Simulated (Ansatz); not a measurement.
# B20 (FeSi-type) FeSi

All values below come from r²SCAN (plane waves, PAW; Ansatz, an electronic-structure program).

Run with plane-wave cutoff 600 eV, 8×8×8 k mesh, no spin polarisation, scalar-relativistic PAW data made under PBE.

Cell: relaxed at this level.

| Property | Result |
|---|---|
| elastic constant C11 | 446 GPa |
| elastic constant C12 | 143 GPa |
| elastic constant C44 | 180 GPa |
| Voigt–Reuss–Hill bulk modulus | 244 GPa |
| Voigt–Reuss–Hill shear modulus (Hill average) | 168 GPa |
| Young modulus | 410 GPa |
| Poisson ratio | 0.220 |

Measured, for comparison: elastic constant C11 317 GPa, elastic constant C12 113 GPa, elastic constant C44 125 GPa (temperature not stated, not corrected to a static lattice; as tabulated in S\"ule et al. (2014), arXiv:1401.1310). Computed (rounded) less measured: elastic constant C11 +41 %, elastic constant C12 +27 %, elastic constant C44 +44 %.

Elastic constants are with the ions relaxed.

The computed numbers hold no vibrational or temperature effects.
